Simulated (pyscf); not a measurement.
`[F][SiH3]` + `[NH2]` [doublet] → `[F][SiH2]` [doublet] + `[NH3]`, a hydrogen abstraction (doublet surface; H–Si broken, H–N formed). Structures and frequencies: ωB97X-D3(BJ)/def2-SVP in PySCF. MP2 and CC: frozen core, UHF for open shells. ΔMP2 is the change of the MP2 total energy from the triple- to the quadruple-zeta basis. Energies in kcal/mol from the separated reactants.

AM1 to PM7: differences of heats of formation from MOPAC. Open shells are spin-unrestricted. 

Q: In single points PM3 puts the saddle at 1.1 kcal/mol and the reaction energy at -15.0 kcal/mol. Should these be trusted to within a few kcal/mol? Compare with CCSD(T)/def2-TZVPP + ΔMP2(QZVPP).

A: CCSD(T)/def2-TZVPP + ΔMP2(QZVPP) gives ΔE‡ = 6.9 kcal/mol and ΔE = -15.6 kcal/mol. PM3 lies 5.7 kcal/mol under it in the barrier and 0.7 kcal/mol over it in the reaction energy, so on this step it does not hold to within 3.0 kcal/mol. CCSD(T)/def2-TZVPP + ΔMP2(QZVPP) has limits of its own. This is the saddle that the search found; another between the same sides may lie lower. The angle at the transferred H is 154°. The CCSD(T) − MP2 part came from Ansatz, without density fitting, on the same reference.
